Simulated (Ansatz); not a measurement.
# BHO₂: a ladder of functionals and wavefunction methods

An exercise on one series of results from a longer session: the logs are not shown, and one member is left open.

Method: functionals in def2-TZVPP, the program's frozen cores in correlated methods; program: Ansatz 0.2.0, Gaussian basis.

Plan: LDA (SPW92), PBE-D4, revPBE-D4, BLYP-D4, r2SCAN-D4, B97M-V, PBE0-D4, B3LYP-D4, r2SCANh-D4, r2SCAN0-D4, HSE06-D4, BHLYP-D4, CAM-B3LYP-D4, LC-ωPBE, ωB97X-V, ωB97M-V, B2PLYP, PBE-QIDH; CCSD(T)/def2-SVP; CCSD(T)/def2-TZVPP; CCSD(T)/def2-QZVPP; extrapolation to the limit; RPA on PBE.

**The relaxed structure**

The geometry comes from an earlier relaxation with PBE0-D4 in a triple-zeta def2 set; it is a stationary point.

SMILES `O=BO`, 4 atoms, charge 0, spin multiplicity 1.

Atoms are counted from 1 here; the program's logs count them from 0.

Bond lengths: O1–B2 1.210 Å, B2–O3 1.322 Å, O3–H4 0.960 Å. Angles: O1–B2–O3 177.5°, B2–O3–H4 117.0°.

Set-up of the first run:

Contents of in.yaml:

```yaml
crystal:
  periodic: [false, false, false]
  atoms:
    - {symbol: O, position_ang: [-1.555103, 0.523537, 0.428537]}
    - {symbol: B, position_ang: [-0.423913, 0.132023, 0.248564]}
    - {symbol: O, position_ang: [0.816729, -0.302029, 0.108558]}
    - {symbol: H, position_ang: [1.162287, -0.353531, -0.785659]}
basis:
  gaussian: {orbitals: def2-TZVPP}
hamiltonian: {xc: lda}
output: {orbitals: {seedname: orbitals}}
```

Steps of the session up to this table: LDA; PBE-D4 (GGA); revPBE-D4 (GGA); BLYP-D4 (GGA); r2SCAN-D4 (meta-GGA); B97M-V (meta-GGA); PBE0-D4 (hybrid); B3LYP-D4 (hybrid); r2SCANh-D4 (hybrid); r2SCAN0-D4 (hybrid); HSE06-D4 (hybrid); BHLYP-D4 (hybrid); CAM-B3LYP-D4 (range-separated); LC-ωPBE-D4 (range-separated; the results give it without D4); ωB97X-V (range-separated); ωB97M-V (range-separated); B2PLYP (double hybrid); PBE-QIDH (double hybrid).

One of the session's tables, all rows but one given; the rest of the session is left out.

It belongs to the step «Orbital energies across the functionals». 

```
  functional  HOMO (eV)  gap (eV)
 LDA (SPW92)      -8.00      6.57
      PBE-D4      -7.77      6.46
   revPBE-D4      -7.69      6.42
     BLYP-D4      -7.67      6.27
   r2SCAN-D4      -8.10      7.45
      B97M-V      -8.10      7.07
     PBE0-D4      -9.39      8.91
    B3LYP-D4      -9.12      8.24
  r2SCANh-D4      -8.71      8.31
  r2SCAN0-D4      -9.62      9.58
    HSE06-D4      -8.98      8.14
    BHLYP-D4     -10.92     11.00
CAM-B3LYP-D4     -10.89     11.13
     LC-ωPBE     -12.29     13.88
     ωB97X-V     -11.88     13.28
     ωB97M-V          ?         ?
```

**Question.** Estimate the row for ωB97M-V.

**Answer.** HOMO (eV): -11.81; gap (eV): 12.75. In the column «HOMO (eV)» it lies between ωB97X-V (-11.88) and BHLYP-D4 (-10.92).
